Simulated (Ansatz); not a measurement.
Ansatz (a quantum-chemistry and plane-wave program) input (HF/6-31G*):

Ansatz 0.2 input:
```yaml
crystal:
  periodic: [false, false, false]
  atoms:
    - {symbol: C, position_ang: [-0.13349986, -1.69431511, -0.01339990]}
    - {symbol: C, position_ang: [0.62992890, -0.60505692, -0.00187942]}
    - {symbol: C, position_ang: [0.02250781, 0.68501008, 0.00528263]}
    - {symbol: H, position_ang: [-1.20726605, -1.65371394, -0.01769724]}
    - {symbol: H, position_ang: [0.32215127, -2.66654627, -0.01880650]}
    - {symbol: H, position_ang: [1.70373122, -0.60969396, 0.00269036]}
    - {symbol: N, position_ang: [-0.44054141, 1.71321366, 0.01108127]}
    - {symbol: H, position_ang: [-0.84844759, 2.62363026, 0.01622463]}
basis:
  gaussian:
    orbitals: 6-31G*
hamiltonian:
  xc: {name: HF}
total_charge: 1
phonons: {temperatures: {t_min: 298.15, t_max: 298.15, t_step: 100}}
```

Question: Which harmonic wavenumbers does it give?

Answer: 254, 399, 592, 646, 749, 760, 922, 1056, 1193, 1214, 1420, 1562, 1789, 2563, 3366, 3408, 3468, 3939 cm⁻¹ (unscaled; negative means imaginary).
